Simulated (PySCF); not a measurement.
C3H5FO2.
Structure used (GFN2-xTB), in Å, numbered top down from 1:
```xyz
11
C3H5FO2 angstrom
O      2.0786   -0.1593   -0.6135
C      0.9528   -0.4812    0.1566
C     -0.3279    0.0204   -0.4838
O     -0.7815    1.3092   -0.1092
C     -1.5358    0.2504    0.3071
F     -1.5051   -0.0270    1.6322
H      2.1471    0.8006   -0.6795
H      0.9250   -1.5730    0.2098
H      1.0308   -0.0750    1.1737
H     -0.4337   -0.2037   -1.5420
H     -2.5448    0.1415   -0.0774
```

Method used: PBE0/def2-SVPD in PySCF (dipole) on a GFN2-xTB geometry, gas phase.

Take the most abundant isotopes and a rigid rotor. The values belong to one conformer with, in the numbering `[OH:1][CH2:2][C@@H:3]1[O:4][C@@H:5]1[F:6]`, H–O1–C2–C3 62°, O1–C2–C3–O4 -92°.

Task: What are A, B and C (MHz)?

Result: Ia = 61.95, Ib = 218.94, Ic = 251.82 u·Å²; 505379 MHz·u·Å²/I gives A = 8157, B = 2308, C = 2007 MHz.

Task: What kind of rotor is it?

Result: A near-prolate asymmetric top; Ray's κ = -0.902.

Task: What does the inertial defect say?

Result: Not planar: Δ = Ic − Ia − Ib = -29.07 u·Å². For a rigid frame Δ = −2 Σ m c², so Σ m c² = 14.54 u·Å² lies off the ab plane: 4.98 from hydrogen and 9.56 from heavier atoms. The atom farthest from that plane is 1.34 Å away.

Task: Give the other two planar moments, Paa and Pbb, and the rms extents of the mass along the axes.

Result: Paa = Σ m a² = (Ib + Ic − Ia)/2 = 204.40 and Pbb = Σ m b² = (Ia + Ic − Ib)/2 = 47.42 u·Å². With the mass M = 92.03 u, the rms extents √(P/M) along a, b and c are 1.49, 0.72, 0.40 Å.

Task: List the rotational levels J(Ka,Kc) to J = 2 (MHz).

Result: Above 0(0,0):
J = 1: 1(0,1) 4315, 1(1,1) 10164, 1(1,0) 10466
J = 2: 2(0,2) 12934, 2(1,2) 18493, 2(1,1) 19397, 2(2,1) 36944, 2(2,0) 36956
The levels of one J sum to (2J + 1)J(J + 1)(A + B + C)/3.

Task: Predict some low-J microwave lines.

Result: The dipole components are |μa| = 0.45 D, |μb| = 0.64 D, |μc| = 1.13 D. The squared components, which scale the intensities, stand as 0.16 : 0.32 : 1.00 (a : b : c). Some of the stronger lines:

| type | branch | J(Ka,Kc) | MHz | lower level (cm⁻¹) |
| --- | --- | --- | --- | --- |
| a | Q | 2(1,1) ← 2(1,2) | 904 | 0.617 |
| b | Q | 1(1,0) ← 1(0,1) | 6150 | 0.144 |
| b | R | 1(1,1) ← 0(0,0) | 10164 | 0.000 |
| a | R | 3(2,2) ← 2(2,1) | 12946 | 1.232 |
| a | R | 3(1,2) ← 2(1,1) | 13390 | 0.647 |
| b | R | 2(1,2) ← 1(0,1) | 14178 | 0.144 |
| b | Q | 3(2,1) ← 3(1,2) | 17159 | 1.094 |
| c | Q | 2(2,1) ← 2(1,1) | 17547 | 0.647 |
| b | Q | 3(2,2) ← 3(1,3) | 18910 | 1.033 |
| b | R | 2(2,1) ← 1(1,0) | 26479 | 0.349 |
| c | R | 2(2,1) ← 1(1,1) | 26780 | 0.339 |
| b | Q | 3(3,1) ← 3(2,2) | 30005 | 1.664 |
| c | R | 3(2,1) ← 2(1,1) | 30549 | 0.647 |
| c | R | 3(2,2) ← 2(1,2) | 31397 | 0.617 |
| b | R | 3(2,1) ← 2(1,2) | 31453 | 0.617 |
| b | R | 3(3,1) ← 2(2,0) | 42940 | 1.233 |
| c | R | 3(3,1) ← 2(2,1) | 42951 | 1.232 |
| b | R | 3(3,0) ← 2(2,1) | 42951 | 1.232 |

Task: Estimate the classical rotational partition function at 10 K, 50 K and 200 K.

Result: Point group C1, symmetry number σ = 1; q = (√π/σ)·√((kT/h)³/(ABC)), k/h = 20836.6 MHz/K: 867 at 10 K, 9700 at 50 K, 77600 at 200 K.

No frequency check. Zero-point vibration and centrifugal distortion are left out.
